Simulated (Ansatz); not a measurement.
Species: ch3ch2o radical, C₂H₅O (charge 0, doublet). It need not be the lowest isomer of its formula. 
Structure (B3LYP-D3(BJ)/def2-TZVP (Ansatz, a program for electronic structure) minimum search):
SMILES: CC[O]
```xyz
8

C      1.0493    -0.5853     0.0464
C     -0.0100     0.5071     0.0347
O     -1.2985     0.0846    -0.1022
H      0.0331     1.1281     0.9509
H      0.1761     1.2483    -0.7672
H      2.0474    -0.1560     0.1595
H      0.8746    -1.2755     0.8728
H      1.0209    -1.1525    -0.8849
```
Charge 0, spin multiplicity 2.

Basis-set convergence of Hartree-Fock and CCSD(T) correlation energies (hartree) with Ansatz. Cores are frozen in the correlated levels unless marked. UHF or UKS for open shells. No spin-orbit coupling. Non-relativistic.

```tsv
basis	functions	E(HF)	E(corr, CCSD(T))
cc-pVDZ	67	-153.47191	-0.48539
cc-pVTZ	160	[?]	[?]
```

### Question
Complete the blanks.

### Answer

- cc-pVTZ, E(HF): -153.51850
- cc-pVTZ, E(corr, CCSD(T)): -0.60035
